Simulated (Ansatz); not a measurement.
**BFH3N: a relaxed scan of the dihedral angle H4–N1–B2–F3**

Aim: the energy along the dihedral angle H4–N1–B2–F3, from CCSD(T) and from cheaper methods, relative to the minimum. At each value the rest of the molecule is relaxed at PBE0-D4 with the four atoms held in place.

Computed with Ansatz 0.2.0, Gaussian basis. Level: single points in def2-TZVPP.

Levels: PBE-D4, r2SCAN-D4, PBE0-D4, B3LYP-D4, wB97M-V, Hartree-Fock, MP2, CCSD, CCSD(T). The scan takes -164.2, -141.7, -119.2, -96.7, -74.2, -51.7, -29.2, -6.7°.

Cores are frozen in the correlated methods. B3LYP uses VWN-RPA correlation.

37 further runs of the same task are left out: 37 set aside as unsound or not needed.

**1. Where the work starts**

The minimum, relaxed at PBE0-D4: 6 atoms, charge 0, spin multiplicity 1.

Atoms are counted from 1 here; the program's logs count them from 0.

Bond lengths: N1–B2 1.389 Å, N1–H4 1.004 Å, N1–H5 1.006 Å, B2–F3 1.338 Å, B2–H6 1.196 Å. Angles: B2–N1–H4 122.4°, B2–N1–H5 122.9°, H4–N1–H5 114.6°, N1–B2–F3 119.2°, N1–B2–H6 121.8°, F3–B2–H6 119.0°.

Geometry (Å):

```
N    -0.4264    0.1011   -0.5821
B     0.4157   -0.1517    0.4938
F     0.4467    0.7104    1.5159
H    -0.4878   -0.5133   -1.3734
H    -1.0220    0.9107   -0.6322
H     1.1157   -1.1212    0.5318
```

Energies of the minimum (eV), from earlier single points: PBE-D4 -4931.36212, r2SCAN-D4 -4934.51982, PBE0-D4 -4931.65309, B3LYP-D4 -4937.36045, wB97M-V -4935.32250, CCSD(T) -4928.16746.

At the minimum the dihedral angle H4–N1–B2–F3 is -180.0°.

**2. H4–N1–B2–F3 = -164.2°**

The input, relax/in.yaml:

```yaml
crystal:
  periodic: [false, false, false]
  atoms:
    - {symbol: N, position_ang: [-0.426397, 0.101058, -0.582094]}
    - {symbol: B, position_ang: [0.415738, -0.151693, 0.493775]}
    - {symbol: F, position_ang: [0.228352, 0.511511, 1.640100]}
    - {symbol: H, position_ang: [-0.487796, -0.513325, -1.373424]}
    - {symbol: H, position_ang: [-1.022001, 0.910675, -0.632165]}
    - {symbol: H, position_ang: [1.306028, -0.947797, 0.423579]}
basis:
  gaussian: {orbitals: def2-TZVP}
hamiltonian: {xc: pbe0, dispersion: d4}
relax: {f_tol: 0.005, max_steps: 200, constraints: [{sites: [3, 0, 1, 2]}]}
```

No record of the launch command was kept for these runs.

Further steps of the session: H4–N1–B2–F3 = -141.7°; H4–N1–B2–F3 = -119.2°; H4–N1–B2–F3 = -96.7°; H4–N1–B2–F3 = -74.2°; H4–N1–B2–F3 = -51.7°; H4–N1–B2–F3 = -29.2°; H4–N1–B2–F3 = -6.7°.

**Question.** What will these runs give? Wanted: highest point, CCSD(T); lowest point, CCSD(T); RMS deviation from CCSD(T); largest T1 diagnostic.

**Answer**, as computed:

```
                  quantity                                                                                                            value
    highest point, CCSD(T)                                                                                         23.0 kcal/mol at -74.2 °
     lowest point, CCSD(T)                                                                                         0.0 kcal/mol at -180.0 °
RMS deviation from CCSD(T)  PBE-D4 0.1, r2SCAN-D4 0.1, PBE0-D4 0.1, B3LYP-D4 0.1, wB97M-V 0.2, Hartree-Fock 0.2, MP2 0.0, CCSD 0.0 kcal/mol
     largest T1 diagnostic                                                                                                            0.013
```

In words: Over the points sampled the torsion costs at most 23.0 kcal/mol, enough to slow or lock the rotation at room temperature. The curve of MP2 lies nearest to CCSD(T), that of Hartree-Fock farthest.
